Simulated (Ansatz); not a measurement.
**[OH···H···SiH2], singlet in cc-pVDZ: errors against RCCSDT(Q)**

Geometry: a point of a hydrogen-transfer path between rigid fragments, not a stationary point.

```xyz
6

O    -1.9874    0.0172    0.0000
H    -2.2367    0.9438    0.0000
H    -1.0278    0.0172    0.0000
Si    1.1246    0.0172    0.0000
H     1.7368   -0.8571    1.0900
H     1.7368   -0.8571   -1.0900
```

Basis cc-pVDZ; Ansatz 0.2.0. Correlated methods freeze the noble-gas cores, which leaves 14 electrons in 46 orbitals. Prefix R: restricted or restricted open-shell reference; prefix U: unrestricted. Active spaces: pair = (2e, 2o) about the gap.

Full CI isn't at hand for all of this; RCCSDT(Q) serves as the reference, and is uncertain by about the last step of the cluster series. The frozen core follows each run's orbitals, which can shift R against U totals by a few meV.

Unrestricted rows (U) aren't spin-pure: their determinants' ⟨S²⟩ exceeds S(S+1) by up to 0.36, so they mix in states of higher spin.

The UHF ⟨S²⟩ is 0.359. The T1 diagnostic (RCCSD) is 0.0110 and the largest doubles amplitude (RCCSD) is 0.097.

```json
{"level": "RHF", "E − E(RCCSDT(Q)) (meV)": "9246", "share of correlation (%)": "0.00", "wall time": "–"}
{"level": "UHF", "E − E(RCCSDT(Q)) (meV)": "9166", "share of correlation (%)": "0.86", "wall time": "–"}
{"level": "RMP2", "E − E(RCCSDT(Q)) (meV)": "1200", "share of correlation (%)": "87.03", "wall time": "–"}
{"level": "UMP2", "E − E(RCCSDT(Q)) (meV)": "1345", "share of correlation (%)": "85.45", "wall time": "–"}
{"level": "CISD", "E − E(RCCSDT(Q)) (meV)": "1061", "share of correlation (%)": "88.53", "wall time": "1.7 s"}
{"level": "RCCSD", "E − E(RCCSDT(Q)) (meV)": "210", "share of correlation (%)": "97.73", "wall time": "–"}
{"level": "UCCSD", "E − E(RCCSDT(Q)) (meV)": "221", "share of correlation (%)": "97.60", "wall time": "–"}
{"level": "RCCSD(T)", "E − E(RCCSDT(Q)) (meV)": "40", "share of correlation (%)": "99.57", "wall time": "0.75 s"}
{"level": "UCCSD(T)", "E − E(RCCSDT(Q)) (meV)": "49", "share of correlation (%)": "99.47", "wall time": "4.2 s"}
{"level": "BCCD(T)", "E − E(RCCSDT(Q)) (meV)": "40", "share of correlation (%)": "99.57", "wall time": "0.87 s"}
{"level": "RCCSDT", "E − E(RCCSDT(Q)) (meV)": "18", "share of correlation (%)": "99.81", "wall time": "–"}
{"level": "UCCSDT", "E − E(RCCSDT(Q)) (meV)": "19", "share of correlation (%)": "99.80", "wall time": "–"}
{"level": "UCCSDT(Q)", "E − E(RCCSDT(Q)) (meV)": "0", "share of correlation (%)": "100.00", "wall time": "98 s"}
```

The correlation energy at RCCSDT(Q), counted from RHF, is -9.246 eV. That run took 22 s on 1 thread of Arm Neoverse V1, shared host.

Run but not shown, since their state or frozen core can't be matched to the reference's or they repeat it: CASSCF (pair space), NEVPT2 (pair space), MRCISD (pair space), MRCISD+Q (pair space).

Times hold each run's SCF and search for its determinant on a shared host, so for small cases they say little of a method's own cost; they ran on 1 thread of Arm Neoverse V1.
